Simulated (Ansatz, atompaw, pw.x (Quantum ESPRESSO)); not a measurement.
**Equation-of-state test of one PAW (atompaw) potential (Ta (Z = 73))**

```json
{"Element": "Ta", "Generator": "atompaw 4.2.0.5", "Type": "PAW", "Functional": "LDA (PW92)", "Relativity": "scalar-relativistic", "Frozen core": "[Xe] 4f14", "Valence charge": "5", "Reference configuration": "5d3 6s2 6p0", "Partial waves": "6s (bound): rc 3.00 bohr; 6s channel at 2.5 Ry: rc 3.00 bohr; 6p (bound, empty): rc 3.00 bohr; 6p channel at 4.9 Ry: rc 3.00 bohr; 5d (bound): rc 3.00 bohr; 5d channel at 0.2 Ry: rc 3.00 bohr", "Local potential": "bessel scheme, radius 2.70 bohr", "Core correction": "smooth core density matched at 2.15 bohr", "Augmentation charge": "sinc compensation charge, radius 2.25 bohr; PAW radius 3.00 bohr; waves and projectors: custom rrkj vanderbiltortho"}
```

Atomic tests: cutoffs needed: 10 Ry and 12 Ry (the cutoffs (Ry, on a coarse ladder) from which the occupation-weighted sum of valence levels, in a spherical-Bessel basis at the reference potential, stays within 10 and 1 mRy of its value at 400 Ry); ghost test: no extra level below or beside the all-electron valence levels (s, p, d, f tested) (spherical-Bessel basis up to 400 Ry, 20 bohr box); lowest eigenvalue of the overlap operator: 0.65 (s channel).

Crystal test: bcc Ta in pw.x 7.5, no spin, 14³ k-points, Fermi–Dirac smearing 0.01 Ry, cutoffs 40/400 Ry. The reference is all-electron LAPW (Ansatz 0.2.0) with the same functional, mesh and smearing; V0 and B0 come from Birch–Murnaghan fits to the pressures at five volumes. Errors are pseudo minus all-electron; Δ is the rms difference of the E(V) curves that follow from these fits, minima aligned, over ±6 % about the mean V0. Mesh and smearing are coarse, so the numbers serve the comparison and aren't converged zero-temperature values; the lattice is a test structure that the element need not adopt.

```csv
V (Å³/atom),P all-electron (GPa),P pseudo (GPa)
16.272,13.97,19.77
16.700,7.30,12.30
17.128,1.38,5.71
17.556,-3.88,-0.14
17.984,-8.54,-5.32
```

All-electron: a0 = 3.255 Å (V0 = 17.24 Å³/atom), B0 = 217.7 GPa.

Pseudopotential: mean pressure error (GPa): +4.42; a0 (Å): 3.274; a0 error (%): +0.60; B0 error (%): +3.8; Δ (meV/atom): 15.3. The largest radius (3.00 bohr) exceeds half the bond length (2.66 bohr), so the spheres overlap, which is one possible source of error among others. This is a poor potential for the solid.

Problem. At the middle volume, how do free energy and pressure move when the wave cutoff is lowered (ecutrho held at 400 Ry)?

Solution.

```tsv
cutoff (Ry)	shift of F (meV/atom)	shift of P (GPa)
18	+9.1	-0.23
24	+4.4	-0.02
32	+0.7	+0.04
```

The run at the middle volume (104 k-points, 8 iterations) took about 9.4 s on one core of a shared host (Intel(R) Xeon(R) Platinum 8375C CPU @ 2.90GHz, 128 threads, 992 GiB, load 69).
